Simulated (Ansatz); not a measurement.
The input, for Ansatz 0.2.0:

```yaml
crystal:
  periodic: [false, false, false]
  atoms:
    - {symbol: Al, position_ang: [0.000000, -0.044485, 0.423834]}
    - {symbol: Li, position_ang: [0.000000, -0.044485, -2.214988]}
    - {symbol: H, position_ang: [0.000000, 2.849488, 2.531278]}
    - {symbol: H, position_ang: [0.000000, -1.352347, 1.376243]}
basis:
  gaussian: {orbitals: 6-31G}
correlation: {method: fci, electrons: outside_noble_gas}
```

```sh
$ ansatz run in.yaml --threads 1 --pin off --events-out ev --progress --plain --max-ram 2393MiB
```

The program prints:

```
530 factors; integrals over basis functions are off by at most 2.0e-7 eV
mean field evaluation 1: about -6809.5539 eV, gradient 1.2e1 eV
mean field evaluation 2: about -6809.5587 eV, gradient 1.2e1 eV
mean field evaluation 4: about -6811.3331 eV, gradient 1.6e0 eV
mean field evaluation 8: about -6811.3812 eV, gradient 1.2e-1 eV
mean field evaluation 16: about -6794.5953 eV, gradient 1.7e1 eV
mean field evaluation 32: about -6804.1108 eV, gradient 2.7e0 eV
mean field evaluation 64: about -6804.2484 eV, gradient 2.2e-6 eV
mean field evaluation 96: about -6809.9135 eV, gradient 5.6e0 eV
mean field -6811.38166122 eV, -250.3136591295 hartree, gradient 7.4e-7 eV, S^2 0.000000; 7 other end points of the search recorded, 0 dependent functions left out; unrestricted orbitals would lower it
unrestricted determinant -6812.94965569 eV, -250.3712818635 hartree, S^2 0.9732
6 core orbitals not correlated: weight in the atoms' cores, before any rotation towards them, 1.000 or more for the frozen orbitals, at most 0.000 for the correlated occupied ones
reference -6811.38166122 eV, -250.3136591295 hartree; 3, 3 occupied and 17, 17 virtual orbitals, 530 factors
state -6814.43336869 eV, -250.4258073105 hartree
Total energy: -6814.43336869 eV, -250.4258073105 hartree
```

Natural occupations: 1.9614 1.9191 1.4713 0.5187 0.0360 0.0323 0.0257 0.0122 0.0062 0.0051 0.0050 0.0042 0.0010 0.0009 0.0003 0.0002 0.0002 0.0001 0.0000 0.0000.

Ran on 1 thread of Arm Neoverse N1, shared host: 7 s wall, 0.16 GiB peak host memory.
